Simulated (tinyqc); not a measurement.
Worked calculation (part 1 of 2): ROHF in the sto-6g basis, for OH+, spin multiplicity 3. Computed by tinyqc, a small Python program that keeps every step (integrals from PySCF). Settings: charge = 1, multiplicity = 3, basis = sto-6g, energy threshold = 1e-10, iteration cap = 79, orthogonalisation = symmetric, start = core, DIIS depth = 4, DIIS from iteration = 2, method = ROHF. Command: `OMP_NUM_THREADS=1 python tinyqc.py 27746 27747 out.jsonl` (the two numbers bound the seeds that draw the settings). One thread of a shared host (Intel(R) Xeon(R) Processor @ 2.60GHz), about 0.08 s of CPU time with the checks. Later iterations appear only in the table of the cycle.

## One-electron integrals

Geometry (angstrom):
```
atom       x       y       z
O     0.0000  0.0000  0.0000
H     0.0000  0.0000  1.2130
```

Basis sto-6g: exponents (1/bohr^2) and contraction coefficients of normalised primitives:
```
element  l (shell)   exponent  coefficient
O            s (1)  1355.5842       0.0092
O            s (1)   248.5449       0.0494
O            s (1)    69.5339       0.1685
O            s (1)    23.8868       0.3706
O            s (1)     9.2759       0.4165
O            s (1)     3.8203       0.1303
O            s (2)    52.1878      -0.0133
O            s (2)    10.3293      -0.0470
O            s (2)     3.2103      -0.0338
O            s (2)     1.2351       0.2502
O            s (2)     0.5364       0.5951
O            s (2)     0.2459       0.2407
O            p (3)    52.1878       0.0038
O            p (3)    10.3293       0.0377
O            p (3)     3.2103       0.1739
O            p (3)     1.2351       0.4180
O            p (3)     0.5364       0.4259
O            p (3)     0.2459       0.1017
H            s (1)    35.5232       0.0092
H            s (1)     6.5131       0.0494
H            s (1)     1.8221       0.1685
H            s (1)     0.6260       0.3706
H            s (1)     0.2431       0.4165
H            s (1)     0.1001       0.1303
```

Overlap, kinetic and nuclear-attraction integrals over the contracted functions; the nuclear repulsion is the sum of Za Zb / Rab.

nuclear repulsion = 3.490039 hartree

overlap S:
```
         1O 1s   1O 2s  1O 2px  1O 2py  1O 2pz   2H 1s
1O 1s   1.0000  0.2311  0.0000  0.0000  0.0000  0.0307
1O 2s   0.2311  1.0000  0.0000  0.0000  0.0000  0.3264
1O 2px  0.0000  0.0000  1.0000  0.0000  0.0000  0.0000
1O 2py  0.0000  0.0000  0.0000  1.0000  0.0000  0.0000
1O 2pz  0.0000  0.0000  0.0000  0.0000  1.0000  0.2970
2H 1s   0.0307  0.3264  0.0000  0.0000  0.2970  1.0000
```

kinetic energy T (hartree):
```
          1O 1s    1O 2s  1O 2px  1O 2py  1O 2pz    2H 1s
1O 1s   29.3272  -0.8960  0.0000  0.0000  0.0000  -0.0065
1O 2s   -0.8960   0.8426  0.0000  0.0000  0.0000   0.0371
1O 2px   0.0000   0.0000  2.5313  0.0000  0.0000   0.0000
1O 2py   0.0000   0.0000  0.0000  2.5313  0.0000   0.0000
1O 2pz   0.0000   0.0000  0.0000  0.0000  2.5313   0.1272
2H 1s   -0.0065   0.0371  0.0000  0.0000  0.1272   0.7685
```

nuclear attraction V (hartree):
```
           1O 1s    1O 2s   1O 2px   1O 2py   1O 2pz    2H 1s
1O 1s   -61.6946  -6.2521   0.0000   0.0000  -0.0102  -0.9504
1O 2s    -6.2521  -9.4354   0.0000   0.0000  -0.1200  -2.2818
1O 2px    0.0000   0.0000  -9.4117   0.0000   0.0000   0.0000
1O 2py    0.0000   0.0000   0.0000  -9.4117   0.0000   0.0000
1O 2pz   -0.0102  -0.1200   0.0000   0.0000  -9.4817  -1.8491
2H 1s    -0.9504  -2.2818   0.0000   0.0000  -1.8491  -4.6840
```

core Hamiltonian H = T + V (hartree):
```
           1O 1s    1O 2s   1O 2px   1O 2py   1O 2pz    2H 1s
1O 1s   -32.3674  -7.1481   0.0000   0.0000  -0.0102  -0.9569
1O 2s    -7.1481  -8.5928   0.0000   0.0000  -0.1200  -2.2447
1O 2px    0.0000   0.0000  -6.8804   0.0000   0.0000   0.0000
1O 2py    0.0000   0.0000   0.0000  -6.8804   0.0000   0.0000
1O 2pz   -0.0102  -0.1200   0.0000   0.0000  -6.9504  -1.7220
2H 1s    -0.9569  -2.2447   0.0000   0.0000  -1.7220  -3.9155
```

## Two-electron integrals

Functions are numbered as in S; the eight-fold symmetry (ij|kl) = (ji|kl) = (kl|ij) leaves the list below.

Two-electron integrals (ij|kl) in chemists' order, unique and non-zero (hartree):
```
(11|11) 4.7875   (21|11) 0.6759   (21|21) 0.1215   (22|11) 1.1174
(22|21) 0.2492   (22|22) 0.8174   (31|31) 0.0258   (32|31) 0.0391
(32|32) 0.1807   (33|11) 1.1174   (33|21) 0.2492   (33|22) 0.8174
(33|33) 0.8807   (41|41) 0.0258   (42|41) 0.0391   (42|42) 0.1807
(43|43) 0.0475   (44|11) 1.1174   (44|21) 0.2492   (44|22) 0.8174
(44|33) 0.7857   (44|44) 0.8807   (51|51) 0.0258   (52|51) 0.0391
(52|52) 0.1807   (53|53) 0.0475   (54|54) 0.0475   (55|11) 1.1174
(55|21) 0.2492   (55|22) 0.8174   (55|33) 0.7857   (55|44) 0.7857
(55|55) 0.8807   (61|11) 0.0955   (61|21) 0.0165   (61|22) 0.0331
(61|33) 0.0330   (61|44) 0.0330   (61|51) 0.0008   (61|52) 0.0016
(61|55) 0.0332   (61|61) 0.0023   (62|11) 0.2550   (62|21) 0.0578
(62|22) 0.2127   (62|33) 0.2091   (62|44) 0.2091   (62|51) 0.0046
(62|52) 0.0357   (62|55) 0.2201   (62|61) 0.0079   (62|62) 0.0720
(63|31) 0.0061   (63|32) 0.0354   (63|53) 0.0072   (63|63) 0.0096
(64|41) 0.0061   (64|42) 0.0354   (64|54) 0.0072   (64|64) 0.0096
(65|11) 0.1951   (65|21) 0.0448   (65|22) 0.1758   (65|33) 0.1682
(65|44) 0.1682   (65|51) 0.0092   (65|52) 0.0625   (65|55) 0.1911
(65|61) 0.0064   (65|62) 0.0722   (65|65) 0.0812   (66|11) 0.4303
(66|21) 0.0993   (66|22) 0.4202   (66|33) 0.4046   (66|44) 0.4046
(66|51) 0.0093   (66|52) 0.1005   (66|55) 0.4512   (66|61) 0.0137
(66|62) 0.1893   (66|65) 0.2162   (66|66) 0.7750
```

## Orthogonalisation

S = U s U^T; symmetric (Loewdin) form X = U s^(-1/2) U^T, so that X^T S X = 1.

eigenvalues of S: 0.5337  0.8446  1.0000  1.0000  1.1331  1.4887

X:
```
          1O 1s    1O 2s  1O 2px  1O 2py   1O 2pz    2H 1s
1O 1s    1.0215  -0.1247  0.0000  0.0000  -0.0045   0.0163
1O 2s   -0.1247   1.0698  0.0000  0.0000   0.0435  -0.1904
1O 2px   0.0000   0.0000  1.0000  0.0000   0.0000   0.0000
1O 2py   0.0000   0.0000  0.0000  1.0000   0.0000   0.0000
1O 2pz  -0.0045   0.0435  0.0000  0.0000   1.0387  -0.1701
2H 1s    0.0163  -0.1904  0.0000  0.0000  -0.1701   1.0861
```

## Starting guess

The start is the orbitals of the core Hamiltonian; D(s) = C_occ C_occ^T for each spin.

D(alpha) at the start:
```
          1O 1s    1O 2s  1O 2px  1O 2py   1O 2pz    2H 1s
1O 1s    1.0586  -0.2572  0.0000  0.0000  -0.0121   0.0304
1O 2s   -0.2572   1.1280  0.0000  0.0000   0.0699  -0.1283
1O 2px   0.0000   0.0000  1.0000  0.0000   0.0000   0.0000
1O 2py   0.0000   0.0000  0.0000  1.0000   0.0000   0.0000
1O 2pz  -0.0121   0.0699  0.0000  0.0000   1.0670  -0.1417
2H 1s    0.0304  -0.1283  0.0000  0.0000  -0.1417   0.0314
```

D(beta) at the start:
```
          1O 1s    1O 2s  1O 2px  1O 2py   1O 2pz    2H 1s
1O 1s    1.0586  -0.2572  0.0000  0.0000  -0.0121   0.0304
1O 2s   -0.2572   1.1280  0.0000  0.0000   0.0699  -0.1283
1O 2px   0.0000   0.0000  0.0000  0.0000   0.0000   0.0000
1O 2py   0.0000   0.0000  0.0000  0.0000   0.0000   0.0000
1O 2pz  -0.0121   0.0699  0.0000  0.0000   1.0670  -0.1417
2H 1s    0.0304  -0.1283  0.0000  0.0000  -0.1417   0.0314
```

## Iteration 1: building the Fock matrix

J_ij = sum D_kl (ij|kl) with D = D(alpha) + D(beta), K_ij = sum D_kl (ik|jl) for each spin; F = H + J - K(s); E = tr D H + tr D J / 2 - 0.5 sum_s tr D(s) K(s) + E_nn.

Coulomb J (hartree):
```
          1O 1s   1O 2s  1O 2px  1O 2py  1O 2pz   2H 1s
1O 1s   16.3775  2.8516  0.0000  0.0000  0.0028  0.3908
1O 2s    2.8516  7.1538  0.0000  0.0000  0.0014  1.7928
1O 2px   0.0000  0.0000  7.1232  0.0000  0.0000  0.0000
1O 2py   0.0000  0.0000  0.0000  7.1232  0.0000  0.0000
1O 2pz   0.0028  0.0014  0.0000  0.0000  7.2151  1.4562
2H 1s    0.3908  1.7928  0.0000  0.0000  1.4562  3.3873
```

exchange K(alpha) (hartree):
```
         1O 1s   1O 2s  1O 2px  1O 2py  1O 2pz   2H 1s
1O 1s   4.9376  0.7939  0.0000  0.0000  0.0005  0.1172
1O 2s   0.7939  1.4176  0.0000  0.0000  0.0029  0.3074
1O 2px  0.0000  0.0000  1.1792  0.0000  0.0000  0.0000
1O 2py  0.0000  0.0000  0.0000  1.1792  0.0000  0.0000
1O 2pz  0.0005  0.0029  0.0000  0.0000  1.1784  0.1867
2H 1s   0.1172  0.3074  0.0000  0.0000  0.1867  0.1107
```

exchange K(beta) (hartree):
```
         1O 1s   1O 2s  1O 2px  1O 2py  1O 2pz   2H 1s
1O 1s   4.8861  0.7157  0.0000  0.0000  0.0005  0.1049
1O 2s   0.7157  1.0563  0.0000  0.0000  0.0029  0.2366
1O 2px  0.0000  0.0000  0.2511  0.0000  0.0000  0.0000
1O 2py  0.0000  0.0000  0.0000  0.2511  0.0000  0.0000
1O 2pz  0.0005  0.0029  0.0000  0.0000  1.0835  0.1723
2H 1s   0.1049  0.2366  0.0000  0.0000  0.1723  0.0915
```

F(alpha) (hartree):
```
           1O 1s    1O 2s   1O 2px   1O 2py   1O 2pz    2H 1s
1O 1s   -20.9275  -5.0905   0.0000   0.0000  -0.0079  -0.6832
1O 2s    -5.0905  -2.8566   0.0000   0.0000  -0.1215  -0.7593
1O 2px    0.0000   0.0000  -0.9364   0.0000   0.0000   0.0000
1O 2py    0.0000   0.0000   0.0000  -0.9364   0.0000   0.0000
1O 2pz   -0.0079  -0.1215   0.0000   0.0000  -0.9137  -0.4525
2H 1s    -0.6832  -0.7593   0.0000   0.0000  -0.4525  -0.6389
```

F(beta) (hartree):
```
           1O 1s    1O 2s   1O 2px   1O 2py   1O 2pz    2H 1s
1O 1s   -20.8760  -5.0122   0.0000   0.0000  -0.0079  -0.6710
1O 2s    -5.0122  -2.4952   0.0000   0.0000  -0.1215  -0.6885
1O 2px    0.0000   0.0000  -0.0083   0.0000   0.0000   0.0000
1O 2py    0.0000   0.0000   0.0000  -0.0083   0.0000   0.0000
1O 2pz   -0.0079  -0.1215   0.0000   0.0000  -0.8188  -0.4381
2H 1s    -0.6710  -0.6885   0.0000   0.0000  -0.4381  -0.6196
```

total energy of this density = -74.390426 hartree

## Iteration 1: Roothaan effective Fock matrix

With projectors Pc = D(beta) S, Po = (D(alpha) - D(beta)) S, Pv = 1 - D(alpha) S, the block xy is Px^T F Py; with Fc = (F(alpha) + F(beta))/2, the blocks are Fc for cc, oo, vv and cv, F(beta) for co and F(alpha) for ov.

effective F (hartree):
```
           1O 1s    1O 2s   1O 2px   1O 2py   1O 2pz    2H 1s
1O 1s   -20.9018  -5.0514   0.0000   0.0000  -0.0079  -0.6771
1O 2s    -5.0514  -2.6759   0.0000   0.0000  -0.1215  -0.7239
1O 2px    0.0000   0.0000  -0.4724   0.0000   0.0000   0.0000
1O 2py    0.0000   0.0000   0.0000  -0.4724   0.0000   0.0000
1O 2pz   -0.0079  -0.1215   0.0000   0.0000  -0.8662  -0.4453
2H 1s    -0.6771  -0.7239   0.0000   0.0000  -0.4453  -0.6293
```

## Iteration 1: diagonalisation and new density

Diagonalise F' = X^T F X, C = X C', fill 5 alpha and 3 beta electrons from the bottom; D(s) = C_occ C_occ^T. Each column has its largest component positive (the first on a tie).

F' = X^T F X (hartree):
```
          1        2        3        4        5        6
1  -20.5835  -2.4738   0.0000   0.0000  -0.0097  -0.0791
2   -2.4738  -1.8052   0.0000   0.0000  -0.0642  -0.2699
3    0.0000   0.0000  -0.4724   0.0000   0.0000   0.0000
4    0.0000   0.0000   0.0000  -0.4724   0.0000   0.0000
5   -0.0097  -0.0642   0.0000   0.0000  -0.8002  -0.2579
6   -0.0791  -0.2699   0.0000   0.0000  -0.2579  -0.4064
```

orbital energies (hartree): MO1 -20.9045, MO2 -1.5625, MO3 -0.8843, MO4 -0.4724, MO5 -0.4724, MO6 -0.2440

coefficients C:
```
            MO1      MO2      MO3      MO4     MO5      MO6
1O 1s    0.9970  -0.2416   0.0615   0.0000  0.0000   0.0545
1O 2s    0.0128   0.9880  -0.2927   0.0000  0.0000  -0.3690
1O 2px   0.0000   0.0000   0.0000  -0.0327  0.9995   0.0000
1O 2py   0.0000   0.0000   0.0000   0.9995  0.0327   0.0000
1O 2pz   0.0012   0.1681   0.8664   0.0000  0.0000  -0.5752
2H 1s   -0.0025   0.0603   0.2778   0.0000  0.0000   1.0790
```

D(alpha) after iteration 1:
```
          1O 1s    1O 2s  1O 2px  1O 2py   1O 2pz    2H 1s
1O 1s    1.0563  -0.2439  0.0000  0.0000   0.0139   0.0000
1O 2s   -0.2439   1.0619  0.0000  0.0000  -0.0875  -0.0218
1O 2px   0.0000   0.0000  1.0000  0.0000   0.0000   0.0000
1O 2py   0.0000   0.0000  0.0000  1.0000   0.0000   0.0000
1O 2pz   0.0139  -0.0875  0.0000  0.0000   0.7790   0.2508
2H 1s    0.0000  -0.0218  0.0000  0.0000   0.2508   0.0808
```

D(beta) after iteration 1:
```
          1O 1s    1O 2s  1O 2px  1O 2py   1O 2pz    2H 1s
1O 1s    1.0563  -0.2439  0.0000  0.0000   0.0139   0.0000
1O 2s   -0.2439   1.0619  0.0000  0.0000  -0.0875  -0.0218
1O 2px   0.0000   0.0000  0.0000  0.0000   0.0000   0.0000
1O 2py   0.0000   0.0000  0.0000  0.0000   0.0000   0.0000
1O 2pz   0.0139  -0.0875  0.0000  0.0000   0.7790   0.2508
2H 1s    0.0000  -0.0218  0.0000  0.0000   0.2508   0.0808
```

Within a degenerate level the vectors are fixed only up to a rotation; this is one choice.

## Iteration 2: building the Fock matrix

As before.

Coulomb J (hartree):
```
          1O 1s   1O 2s  1O 2px  1O 2py   1O 2pz   2H 1s
1O 1s   16.0460  2.7812  0.0000  0.0000  -0.0020  0.3812
1O 2s    2.7812  6.9873  0.0000  0.0000   0.0148  1.7797
1O 2px   0.0000  0.0000  6.9598  0.0000   0.0000  0.0000
1O 2py   0.0000  0.0000  0.0000  6.9598   0.0000  0.0000
1O 2pz  -0.0020  0.0148  0.0000  0.0000   7.0423  1.4648
2H 1s    0.3812  1.7797  0.0000  0.0000   1.4648  3.5079
```

exchange K(alpha) (hartree):
```
         1O 1s    1O 2s  1O 2px  1O 2py   1O 2pz   2H 1s
1O 1s   4.9276   0.7854  0.0000  0.0000   0.0008  0.1165
1O 2s   0.7854   1.3913  0.0000  0.0000  -0.0112  0.3707
1O 2px  0.0000   0.0000  1.1679  0.0000   0.0000  0.0000
1O 2py  0.0000   0.0000  0.0000  1.1679   0.0000  0.0000
1O 2pz  0.0008  -0.0112  0.0000  0.0000   1.0806  0.3236
2H 1s   0.1165   0.3707  0.0000  0.0000   0.3236  0.3078
```

exchange K(beta) (hartree):
```
         1O 1s    1O 2s  1O 2px  1O 2py   1O 2pz   2H 1s
1O 1s   4.8761   0.7071  0.0000  0.0000   0.0008  0.1043
1O 2s   0.7071   1.0300  0.0000  0.0000  -0.0112  0.2999
1O 2px  0.0000   0.0000  0.2398  0.0000   0.0000  0.0000
1O 2py  0.0000   0.0000  0.0000  0.2398   0.0000  0.0000
1O 2pz  0.0008  -0.0112  0.0000  0.0000   0.9857  0.3092
2H 1s   0.1043   0.2999  0.0000  0.0000   0.3092  0.2886
```

F(alpha) (hartree):
```
           1O 1s    1O 2s   1O 2px   1O 2py   1O 2pz    2H 1s
1O 1s   -21.2489  -5.1523   0.0000   0.0000  -0.0130  -0.6922
1O 2s    -5.1523  -2.9968   0.0000   0.0000  -0.0940  -0.8358
1O 2px    0.0000   0.0000  -1.0885   0.0000   0.0000   0.0000
1O 2py    0.0000   0.0000   0.0000  -1.0885   0.0000   0.0000
1O 2pz   -0.0130  -0.0940   0.0000   0.0000  -0.9887  -0.5808
2H 1s    -0.6922  -0.8358   0.0000   0.0000  -0.5808  -0.7155
```

F(beta) (hartree):
```
           1O 1s    1O 2s   1O 2px   1O 2py   1O 2pz    2H 1s
1O 1s   -21.1974  -5.0740   0.0000   0.0000  -0.0130  -0.6799
1O 2s    -5.0740  -2.6354   0.0000   0.0000  -0.0940  -0.7650
1O 2px    0.0000   0.0000  -0.1603   0.0000   0.0000   0.0000
1O 2py    0.0000   0.0000   0.0000  -0.1603   0.0000   0.0000
1O 2pz   -0.0130  -0.0940   0.0000   0.0000  -0.8938  -0.5664
2H 1s    -0.6799  -0.7650   0.0000   0.0000  -0.5664  -0.6962
```

total energy of this density = -74.720879 hartree

## Iteration 2: Roothaan effective Fock matrix

As before.

effective F (hartree):
```
           1O 1s    1O 2s   1O 2px   1O 2py   1O 2pz    2H 1s
1O 1s   -21.2232  -5.1132   0.0000   0.0000  -0.0130  -0.6860
1O 2s    -5.1132  -2.8161   0.0000   0.0000  -0.0940  -0.8004
1O 2px    0.0000   0.0000  -0.6244   0.0000   0.0000   0.0000
1O 2py    0.0000   0.0000   0.0000  -0.6244   0.0000   0.0000
1O 2pz   -0.0130  -0.0940   0.0000   0.0000  -0.9412  -0.5736
2H 1s    -0.6860  -0.8004   0.0000   0.0000  -0.5736  -0.7059
```

## Iteration 2: diagonalisation and new density

As before.

F' = X^T F X (hartree):
```
          1        2        3        4        5        6
1  -20.9051  -2.4845   0.0000   0.0000  -0.0210  -0.0739
2   -2.4845  -1.9216   0.0000   0.0000  -0.0042  -0.3328
3    0.0000   0.0000  -0.6244   0.0000   0.0000   0.0000
4    0.0000   0.0000   0.0000  -0.6244   0.0000   0.0000
5   -0.0210  -0.0042   0.0000   0.0000  -0.8346  -0.3896
6   -0.0739  -0.3328   0.0000   0.0000  -0.3896  -0.4232
```

orbital energies (hartree): MO1 -21.2256, MO2 -1.6960, MO3 -1.0273, MO4 -0.6244, MO5 -0.6244, MO6 -0.1357

coefficients C:
```
            MO1      MO2      MO3      MO4     MO5      MO6
1O 1s    0.9972  -0.2396   0.0614   0.0000  0.0000   0.0595
1O 2s    0.0120   0.9775  -0.3057   0.0000  0.0000  -0.3859
1O 2px   0.0000   0.0000   0.0000   0.9760  0.2180   0.0000
1O 2py   0.0000   0.0000   0.0000  -0.2180  0.9760   0.0000
1O 2pz   0.0013   0.1268   0.8188   0.0000  0.0000  -0.6506
2H 1s   -0.0023   0.0993   0.3666   0.0000  0.0000   1.0492
```

D(alpha) after iteration 2:
```
          1O 1s    1O 2s  1O 2px  1O 2py   1O 2pz    2H 1s
1O 1s    1.0557  -0.2411  0.0000  0.0000   0.0212  -0.0036
1O 2s   -0.2411   1.0492  0.0000  0.0000  -0.1263  -0.0151
1O 2px   0.0000   0.0000  1.0000  0.0000   0.0000   0.0000
1O 2py   0.0000   0.0000  0.0000  1.0000   0.0000   0.0000
1O 2pz   0.0212  -0.1263  0.0000  0.0000   0.6866   0.3128
2H 1s   -0.0036  -0.0151  0.0000  0.0000   0.3128   0.1443
```

D(beta) after iteration 2:
```
          1O 1s    1O 2s  1O 2px  1O 2py   1O 2pz    2H 1s
1O 1s    1.0557  -0.2411  0.0000  0.0000   0.0212  -0.0036
1O 2s   -0.2411   1.0492  0.0000  0.0000  -0.1263  -0.0151
1O 2px   0.0000   0.0000  0.0000  0.0000   0.0000   0.0000
1O 2py   0.0000   0.0000  0.0000  0.0000   0.0000   0.0000
1O 2pz   0.0212  -0.1263  0.0000  0.0000   0.6866   0.3128
2H 1s   -0.0036  -0.0151  0.0000  0.0000   0.3128   0.1443
```

Within a degenerate level the vectors are fixed only up to a rotation; this is one choice.

## Iteration 3: building the Fock matrix

As before.

Coulomb J (hartree):
```
          1O 1s   1O 2s  1O 2px  1O 2py   1O 2pz   2H 1s
1O 1s   15.9217  2.7544  0.0000  0.0000  -0.0037  0.3776
1O 2s    2.7544  6.9191  0.0000  0.0000   0.0171  1.7723
1O 2px   0.0000  0.0000  6.8935  0.0000   0.0000  0.0000
1O 2py   0.0000  0.0000  0.0000  6.8935   0.0000  0.0000
1O 2pz  -0.0037  0.0171  0.0000  0.0000   6.9704  1.4652
2H 1s    0.3776  1.7723  0.0000  0.0000   1.4652  3.5559
```

exchange K(alpha) (hartree):
```
         1O 1s    1O 2s  1O 2px  1O 2py   1O 2pz   2H 1s
1O 1s   4.9245   0.7822  0.0000  0.0000   0.0006  0.1162
1O 2s   0.7822   1.3769  0.0000  0.0000  -0.0245  0.3802
1O 2px  0.0000   0.0000  1.1634  0.0000   0.0000  0.0000
1O 2py  0.0000   0.0000  0.0000  1.1634   0.0000  0.0000
1O 2pz  0.0006  -0.0245  0.0000  0.0000   1.0268  0.3427
2H 1s   0.1162   0.3802  0.0000  0.0000   0.3427  0.3723
```

exchange K(beta) (hartree):
```
         1O 1s    1O 2s  1O 2px  1O 2py   1O 2pz   2H 1s
1O 1s   4.8730   0.7039  0.0000  0.0000   0.0006  0.1039
1O 2s   0.7039   1.0156  0.0000  0.0000  -0.0245  0.3094
1O 2px  0.0000   0.0000  0.2352  0.0000   0.0000  0.0000
1O 2py  0.0000   0.0000  0.0000  0.2352   0.0000  0.0000
1O 2pz  0.0006  -0.0245  0.0000  0.0000   0.9318  0.3283
2H 1s   0.1039   0.3094  0.0000  0.0000   0.3283  0.3531
```

F(alpha) (hartree):
```
           1O 1s    1O 2s   1O 2px   1O 2py   1O 2pz    2H 1s
1O 1s   -21.3702  -5.1759   0.0000   0.0000  -0.0146  -0.6954
1O 2s    -5.1759  -3.0506   0.0000   0.0000  -0.0784  -0.8527
1O 2px    0.0000   0.0000  -1.1502   0.0000   0.0000   0.0000
1O 2py    0.0000   0.0000   0.0000  -1.1502   0.0000   0.0000
1O 2pz   -0.0146  -0.0784   0.0000   0.0000  -1.0068  -0.5994
2H 1s    -0.6954  -0.8527   0.0000   0.0000  -0.5994  -0.7320
```

F(beta) (hartree):
```
           1O 1s    1O 2s   1O 2px   1O 2py   1O 2pz    2H 1s
1O 1s   -21.3187  -5.0977   0.0000   0.0000  -0.0146  -0.6832
1O 2s    -5.0977  -2.6893   0.0000   0.0000  -0.0784  -0.7819
1O 2px    0.0000   0.0000  -0.2221   0.0000   0.0000   0.0000
1O 2py    0.0000   0.0000   0.0000  -0.2221   0.0000   0.0000
1O 2pz   -0.0146  -0.0784   0.0000   0.0000  -0.9119  -0.5850
2H 1s    -0.6832  -0.7819   0.0000   0.0000  -0.5850  -0.7127
```

total energy of this density = -74.740774 hartree

## Iteration 3: Roothaan effective Fock matrix

As before.

effective F (hartree):
```
           1O 1s    1O 2s   1O 2px   1O 2py   1O 2pz    2H 1s
1O 1s   -21.3444  -5.1368   0.0000   0.0000  -0.0146  -0.6893
1O 2s    -5.1368  -2.8700   0.0000   0.0000  -0.0784  -0.8173
1O 2px    0.0000   0.0000  -0.6862   0.0000   0.0000   0.0000
1O 2py    0.0000   0.0000   0.0000  -0.6862   0.0000   0.0000
1O 2pz   -0.0146  -0.0784   0.0000   0.0000  -0.9594  -0.5922
2H 1s    -0.6893  -0.8173   0.0000   0.0000  -0.5922  -0.7224
```
